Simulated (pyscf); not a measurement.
Four-centre exchange: water (H₂O) + HO–Ga(OH)–F → HO–Ga(OH)–F + water (H₂O)

Gas phase, singlet surface, charge 0. Bonds broken: O1–H8, Ga2–O7. Bonds formed: O1–Ga2, O7–H8. Optimised with ωB97X-D3(BJ)/def2-SVP in PySCF.

Transition state (Å):

```xyz
9

O     -0.3783    -0.7360     0.2604
Ga    -1.2006     0.7118    -0.7430
O     -1.7092     0.4321    -2.4162
F     -2.2494     1.6128     0.3393
H     -0.7474    -0.9383     1.1288
H     -1.0765    -0.0719    -2.9389
O      0.6381     1.2200    -0.3711
H      0.4574     0.1618     0.2245
H      0.7756     1.9991     0.1817
```

One imaginary mode, 1031i cm⁻¹; descent along it reached the two sides named, in the forms told below.

```json
[
 {"bond": "O1–H8", "change": "breaks", "reactant side (Å)": "0.974", "saddle": "1.227", "product side": "2.268"},
 {"bond": "Ga2–O7", "change": "breaks", "reactant side (Å)": "1.806", "saddle": "1.944", "product side": "2.086"},
 {"bond": "O1–Ga2", "change": "forms", "reactant side (Å)": "2.088", "saddle": "1.944", "product side": "1.806"},
 {"bond": "O7–H8", "change": "forms", "reactant side (Å)": "2.278", "saddle": "1.228", "product side": "0.974"}
]
```

Electronic energies relative to the separated reactants (kJ/mol):

```tsv
level	barrier	reaction energy	reverse barrier
ωB97X-D3(BJ)/def2-TZVP	-44.2	0.0	-44.2
PBE/def2-TZVP	-44.3	0.0	-44.3
r²SCAN/def2-TZVP	-54.2	0.0	-54.2
B3LYP-D3(BJ)/def2-TZVP	-39.0	0.0	-39.0
PBE0-D3(BJ)/def2-TZVP	-48.3	0.0	-48.3
M06-2X/def2-TZVP	-57.8	0.0	-57.8
ωB97M-D3(BJ)/def2-TZVP	-39.9	0.0	-39.9
HF/def2-TZVP	0.3	0.0	0.3
```

With ωB97M-D3(BJ)/def2-TZVP energies and thermal terms (ideal gas, 1 atm, RRHO with modes under 100 cm⁻¹ raised to 100, one conformer, R ln 2 for chiral ones without a mode under 150 cm⁻¹), in kJ/mol:

```json
[
 {"T (K)": "298", "ΔH‡": "-45.0", "ΔG‡": "1.9", "ΔH": "0.0", "ΔG": "0.0"},
 {"T (K)": "600", "ΔH‡": "-44.6", "ΔG‡": "49.5", "ΔH": "0.0", "ΔG": "0.0"},
 {"T (K)": "900", "ΔH‡": "-42.0", "ΔG‡": "96.1", "ΔH": "0.0", "ΔG": "0.0"},
 {"T (K)": "1200", "ΔH‡": "-38.8", "ΔG‡": "141.7", "ΔH": "0.0", "ΔG": "0.0"}
]
```

On the reactant side the descent ends in an adduct with a Ga–O contact, 87.2 kJ/mol under the separated species and 43.0 kJ/mol under the saddle at ωB97X-D3(BJ)/def2-TZVP. On the product side the descent ends in an adduct with a Ga–O contact, 87.0 kJ/mol under the separated species and 42.8 kJ/mol under the saddle at ωB97X-D3(BJ)/def2-TZVP. At ωB97X-D3(BJ)/def2-TZVP, PBE, r²SCAN, B3LYP-D3(BJ), PBE0-D3(BJ), M06-2X, ωB97M-D3(BJ) the saddle lies under the separated reactants, which points to a path from their complex (located at ωB97X-D3(BJ) alone). At ωB97X-D3(BJ)/def2-TZVP, PBE, r²SCAN, B3LYP-D3(BJ), PBE0-D3(BJ), M06-2X, ωB97M-D3(BJ) the saddle lies under the separated products, which points to a path from their complex (located at ωB97X-D3(BJ) alone). What is counted as formed (Ga–O) is already present as a longer contact in the reactant adduct; forming that adduct is a step of its own. What is counted as broken (Ga–O) persists as a longer contact in the product adduct; parting that adduct is a step of its own. This is the saddle that the search found; another between the same sides may lie lower. Elements up to Kr have no core potential and no relativistic terms here.
